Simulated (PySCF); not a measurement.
Species: C3H3F.
SMILES: `FC1=CC1`

Computed with PySCF 2.14.0, PBE0-D3(BJ)/def2-SVP geometry optimisation, gas phase.

Take the most abundant isotopes and a rigid rotor. 

Problem. Give the principal moments of inertia and the rotational constants in MHz.

Solution. Ia = 22.04, Ib = 72.09, Ic = 90.72 u·Å²; 505379 MHz·u·Å²/I gives A = 22928, B = 7011, C = 5571 MHz.

Problem. Classify the top.

Solution. An asymmetric top. Ray's parameter κ = (2B − A − C)/(A − C) = -0.834; −1 is the prolate and +1 the oblate limit.

Problem. What does the inertial defect say?

Solution. Not planar: Δ = Ic − Ia − Ib = -3.42 u·Å². For a rigid frame Δ = −2 Σ m c², so Σ m c² = 1.71 u·Å² lies off the ab plane, practically all of it from hydrogen. The atom farthest from that plane is 0.92 Å away.

Problem. Give the coordinates in the principal-axis frame, origin at the centre of mass.

Solution. The sense of each axis is arbitrary; atoms in the order of the calculation.
```csv
atom,mass (u),a (Å),b (Å),c (Å)
F1,18.998,-1.430,0.067,0.000
C2,12.000,-0.131,-0.052,0.002
C3,12.000,0.906,-0.818,-0.001
C4,12.000,1.122,0.711,0.000
H5,1.008,1.414,-1.777,0.001
H6,1.008,1.472,1.208,-0.921
H7,1.008,1.476,1.204,0.920
```

Problem. Which lines would a microwave search look for?

Solution. The dipole components are |μa| = 0.88 D, |μb| = 0.38 D, |μc| = 0.00 D; the mirror of this Cs structure is the ab plane, so μc vanishes by symmetry and there are no c-type lines. Intensities carry the squares of the components, which stand as 1.00 : 0.19 (a : b). Some lines, for components of 0.1 D or more:

| type | branch | J(Ka,Kc) | MHz | lower level (cm⁻¹) |
| --- | --- | --- | --- | --- |
| a | Q | 4(2,2) ← 4(2,3) | 1374 | 6.414 |
| a | Q | 1(1,0) ← 1(1,1) | 1439 | 0.951 |
| a | R | 1(0,1) ← 0(0,0) | 12582 | 0.000 |
| b | Q | 1(1,0) ← 1(0,1) | 17357 | 0.420 |
| b | Q | 2(1,1) ← 2(0,2) | 18890 | 1.256 |
| b | Q | 4(2,2) ← 4(1,3) | 44274 | 4.983 |
| a | R | 4(1,4) ← 3(1,3) | 47272 | 2.927 |
| a | R | 4(3,2) ← 3(3,1) | 50502 | 7.515 |
| b | Q | 3(2,2) ← 3(1,3) | 54286 | 2.927 |
| b | R | 4(1,4) ← 3(0,3) | 59998 | 2.503 |
| b | R | 4(2,3) ← 3(1,2) | 95907 | 3.215 |

Problem. Estimate the classical rotational partition function at 10 K, 100 K and 200 K.

Solution. Point group Cs, symmetry number σ = 1; q = (√π/σ)·√((kT/h)³/(ABC)), k/h = 20836.6 MHz/K: 178 at 10 K, 5630 at 100 K, 15900 at 200 K.

Whether it is a minimum is left open (no frequencies). Constants of a rigid frame at the computed geometry: no zero-point averaging, no centrifugal distortion.
